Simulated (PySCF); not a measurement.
What an electron can do to SH

PBE0 in PySCF with def2-TZVP on every atom, for the lowest determinant that a PBE0 search found; no spin–orbit coupling.

| species | state (unpaired electrons) | Re (Å) | ωe (cm⁻¹) | energy of the minimum from the neutral (eV) | De (eV) | dissociates to |
| --- | --- | --- | --- | --- | --- | --- |
| SH | doublet (π ↑) | 1.346 | 2705 | 0.00 | 3.74 | H + S |
| SH⁺ | triplet (π ↑↑) | 1.369 | 2558 | 10.33 | 3.81 | H + S⁺ |

Q: Work out the lowest energy to break SH into atoms, from its vibrational ground state.

A: D0 = De − ωe/2 = 3.74 − 0.17 = 3.57 eV (PBE0/def2-TZVP).

Q: Work out the ionisation energy of the S atom at this level and the threshold of dissociative ionisation.

A: IE(S) = 10.33 + 3.81 − 3.74 = 10.40 eV, so H + S⁺ + e⁻ appears at D0 + IE(S) = 13.97 eV (PBE0/def2-TZVP). The measured IE(S) is 10.36 eV (NIST ASD).

These are thermodynamic thresholds; the onsets seen under electron impact lie higher where the geometry changes, and cross-sections peak well above them.

For an ion De counts to the pair picked by the measured ionisation energies or electron affinities, which need not be the lowest pair at this level. States were picked by a PBE0 search and need not be the measured ground states.
